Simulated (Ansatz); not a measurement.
**NaH₂− (singlet): the correlation ladder at angle H2–Na1–H3 = 161.3°, aug-cc-pVTZ**

Aim: climb from Hartree-Fock through coupled cluster for NaH₂− (singlet) at one geometry and basis, and see what each rung misses.

Computed with Ansatz 0.2.0, Gaussian basis. Level: aug-cc-pVTZ, core rule «outside noble gas», up to 5 orbitals frozen.

Plan: UHF; CCSD(T) on RHF; BCCD(T) on RHF; CCSDT(Q) on RHF; Full CI.

17 further runs of the same task are left out: 7 for a known fault of the program, 8 that didn't finish, 2 set aside as unsound or not needed. Runs told in other sessions of the task aren't counted.

## (1) What is computed

The geometry derives from a PBE0/def2-TZVPD stationary point (not a proven minimum). One angle is set to the value named; bond lengths are kept.

3 atoms, charge -1, spin multiplicity 1.

Atoms are counted from 1 here; the program's logs count them from 0.

Bond lengths: Na1–H2 2.066 Å, Na1–H3 2.066 Å. Angles: H2–Na1–H3 161.3°.

## (2) UHF

Contents of in.yaml:

```yaml
crystal:
  periodic: [false, false, false]
  atoms:
    - {symbol: Na, position_ang: [-0.027056, 0.000000, 0.000000]}
    - {symbol: H, position_ang: [0.308557, 0.000000, -2.038315]}
    - {symbol: H, position_ang: [0.308557, 0.000000, 2.038315]}
basis:
  gaussian: {orbitals: aug-cc-pVTZ}
total_charge: -1
magnetization: {spin_polarized: true, initial_magnetization: 0}
hamiltonian: {xc: hf}
output: {orbitals: {seedname: orbitals}}
```

On the command line:

```sh
$ ansatz run in.yaml --threads 1 --pin off --events-out ev --progress --plain --max-ram 2393MiB
```

The runs that follow: CCSD(T) on RHF; BCCD(T) on RHF; CCSDT(Q) on RHF; Full CI.

Q: Predict the results of all the runs planned. Wanted: FCI from the RHF energy; RMP2 from FCI; RCCSD from FCI; RCCSD(T) from FCI; RCCSDT(Q) from FCI; T1 diagnostic; effectively unpaired electrons.

The runs gave:

| quantity | value |
| --- | --- |
| FCI from the RHF energy | -2.0147 eV |
| RMP2 from FCI | +473.9 meV |
| RCCSD from FCI | +9.4 meV |
| RCCSD(T) from FCI | +3.2 meV |
| RCCSDT(Q) from FCI | +0.1 meV |
| levels within 1 kcal/mol (43 meV) | RCCSD, RCCSD(T), BCCD(T), RCCSDT, RCCSDT(Q) |
| T1 diagnostic | 0.011 |
| effectively unpaired electrons | 0.05 |

**Reading.** RCCSD(T) misses by +3.2 meV, 0.2 % of the correlation energy. One determinant dominates. These misses are within one basis, not against nature.
